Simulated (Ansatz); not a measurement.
`CSC(C)(C)C` at its PBE0-D4/def2-TZVP geometry, where that method's forces vanish. The species carries charge 0 and has multiplicity 1.

```xyz
18

C    -1.1890   -1.0047   -1.8495
S    -1.5669    0.1338   -0.5137
C     0.0265    0.2797    0.3808
C     1.1093    0.8477   -0.5247
C    -0.2727    1.2561    1.5121
C     0.4542   -1.0641    0.9523
H    -0.4357   -0.6052   -2.5297
H    -0.8770   -1.9826   -1.4804
H    -2.1188   -1.1310   -2.4058
H     1.3390    0.1731   -1.3523
H     0.8061    1.8104   -0.9401
H     2.0331    0.9911    0.0451
H    -0.5913    2.2254    1.1220
H     0.6273    1.4084    2.1142
H    -1.0598    0.8728    2.1655
H    -0.3188   -1.4753    1.6039
H     1.3727   -0.9449    1.5361
H     0.6617   -1.7908    0.1640
```

(1) What forces (eV/Å) does r2SCAN-D4/def2-TZVPP give on these atoms in the Gaussian-basis code of Ansatz? (Estimate.)

## Answers

(1) The calculation gave: 
```
C1   0.019 -0.103 -0.128
S2  -0.242  0.081 -0.001
C3   0.080  0.008  0.046
C4   0.107  0.056 -0.099
C5  -0.034  0.106  0.122
C6   0.039 -0.141  0.055
H7  -0.009 -0.010  0.001
H8  -0.005  0.006 -0.011
H9   0.023  0.000  0.010
H10 -0.002  0.004  0.014
H11  0.005 -0.010  0.006
H12 -0.003  0.000  0.000
H13  0.004 -0.016  0.004
H14 -0.003 -0.005 -0.008
H15  0.011  0.005 -0.011
H16  0.011  0.005 -0.007
H17 -0.003  0.001 -0.002
H18  0.002  0.012  0.007
```
